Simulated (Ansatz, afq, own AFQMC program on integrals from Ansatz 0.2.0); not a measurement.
AFQMC on a folder of integrals that Ansatz 0.2.0 wrote.

```yaml
crystal:
  periodic: [false, false, false]
  atoms:
    - {symbol: Ge, position_ang: [-0.008963, 0.000000, 0.314184]}
    - {symbol: N, position_ang: [0.094298, 0.000000, -1.526389]}
    - {symbol: H, position_ang: [0.711090, -1.266227, 0.801499]}
    - {symbol: H, position_ang: [0.711092, 1.266226, 0.801499]}
    - {symbol: H, position_ang: [-1.451373, 0.000001, 0.875284]}
    - {symbol: H, position_ang: [-0.317629, -0.818085, -1.954801]}
    - {symbol: H, position_ang: [-0.317628, 0.818086, -1.954801]}
basis:
  gaussian: {orbitals: cc-pVDZ}
magnetization: {spin_polarized: false}
correlation: {method: ccsd_t, electrons: outside_noble_gas, hamiltonian_folder: ham}
```

```sh
$ ansatz run in.yaml --threads 1 --pin off --events-out ev --progress --plain --max-ram 1843MiB
```

afq runs on the folder ham with

```
--method phaseless --trial cisd --walkers 60 --populations 1 --least-time 40 --time-step 0.005 --steps-per-block 50 --equilibration-blocks 28 --max-blocks 300 --target-error 0.00045 --factor-cut 1e-05 --seed 4463 --release-times 0.24,0.51,0.99,1.62,2.4 --release-step 0.03 --release-every 4 --taylor-order 6
```

Times are imaginary, in 1/Eh. The walk had a cap of 1539 s. Filled inner d shells are frozen with the cores.

Log:

```
orbitals 51  electrons 7 7  factors 426 of 677
reference energy -2132.69243202 Eh
CCSD correlation -0.31450761 Eh in 10 cycles, weight of the determinant in the CISD state 0.8797
energy of the start -2133.006940 Eh
 block  time / (1/Eh)  mean weight  energy / Eh
     1     0.250  0.9982  -2133.000978
     2     0.500  0.9984  -2133.004634
     3     0.750  0.9996  -2133.005670
     4     1.000  1.0004  -2133.006612
     5     1.250  0.9994  -2133.005776
     7     1.750  0.9977  -2133.018445
     9     2.250  1.0000  -2133.019759
    17     4.250  1.0027  -2133.010698
    33     8.250  0.9971  -2133.060760
    49    12.250  1.0002  -2133.024367
    57    14.250  1.0015  -2133.007147
    65    16.250  1.0009  -2133.011080
    81    20.250  0.9983  -2133.019116
    97    24.250  0.9983  -2133.011755
   113    28.250  1.0006  -2133.011887
   129    32.250  1.0005  -2133.021565
   145    36.250  1.0001  -2133.025848
   161    40.250  1.0009  -2133.014595
   177    44.250  0.9982  -2133.010175
   193    48.250  0.9993  -2133.018443
   209    52.250  0.9986  -2133.012692
   225    56.250  1.0002  -2133.010443
   241    60.250  1.0029  -2133.012824
   257    64.250  0.9988  -2133.016055
   273    68.250  0.9979  -2133.011371
   289    72.250  0.9993  -2133.013514
   305    76.250  0.9992  -2133.009866
   321    80.250  1.0025  -2133.013668
blocks merged  error / Eh  count
     1  0.000355  300
     2  0.000433  150
     4  0.000485  75
     8  0.000573  37
    16  0.000588  18
    32  0.000447  9
released: time / (1/Eh)  energy / Eh  error  mean overlap
  0.24  -2133.016881  0.000559  0.9817
  0.51  -2133.016440  0.000426  0.9862
  0.99  -2133.016098  0.000537  0.9689
  1.62  -2133.015108  0.000631  0.9958
  2.40  -2133.014640  0.000696  0.9970
energy -2133.016280 +/- 0.000588 Eh
(rows thinned)
```

The run passed its tests (sampling time, drift between the halves within three errors, error under three times the target), which doesn't prove that it has relaxed.

Against this walk (error 16.0 meV) on the same determinant: CCSD(T) 61.2 meV higher. The error is statistical and leaves out the bias of the constraint. None of these is a sure reference here. The released energies rise steadily instead of settling (meV from the phaseless value at times in 1/Eh: -16 ± 15 at 0.24, -4 ± 12 at 0.51, 5 ± 15 at 0.99, 32 ± 17 at 1.62, 45 ± 19 at 2.40), so they give no level.

Cautions: constraint bias not in the error; error above the target (16.0 against 12.2 meV); no relativity below Rb; no spin-orbit coupling; inner d shell frozen.

The walk took 9.3 min on 1 thread of Arm Neoverse V1, on a shared host. The log's last line is the phaseless energy.

A walk keeps the symmetry of its determinant, which the program's search chose and which needn't be the lowest solution, so a lower state of the same spin and another symmetry isn't excluded.
